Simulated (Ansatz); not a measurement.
Relaxing Ba₃Os

The calculation used DFT PBE, scalar-relativistic, plane waves, PAW (Ansatz). Cutoff 420 eV, Γ-centred k mesh, Gaussian smearing, no spin polarisation in the final step.

A relaxed cell is given with its space group left out.

```xyz
4
Lattice="5.1337 0.0000 0.0000 0.0000 5.1337 0.0000 0.0000 0.0000 5.1337" Properties=species:S:1:pos:R:3 pbc="T T T"
Ba    0.0000    2.5669    2.5669
Ba    2.5669    0.0000    2.5669
Ba    2.5669    2.5669    0.0000
Os    0.0000    0.0000    0.0000
```

The zero of energy is the elements' standard structures at the same level; no fitted shifts are applied.

(1) What space group does it have?

(2) What is its formation energy per atom?

(3) Is it a metal?

Answers

(1) Pm-3m (No. 221). Conventional cell: a = 5.134 Å. Around Ba lie 4 Os at 3.63 Å and 8 Ba at 3.63 Å; Os is coordinated by 12 Ba at 3.63 Å.

(2) 0.78 eV/atom.

(3) Yes, bands cross the Fermi level on the 10×10×10 mesh.

The final run used a 10×10×10 mesh on its 4-atom cell and 0.10 eV smearing. For metals, differences of a few meV/atom aren't resolved. Spin–orbit coupling is left out. The cell came from a trial start, so Ba₃Os may not exist in this structure.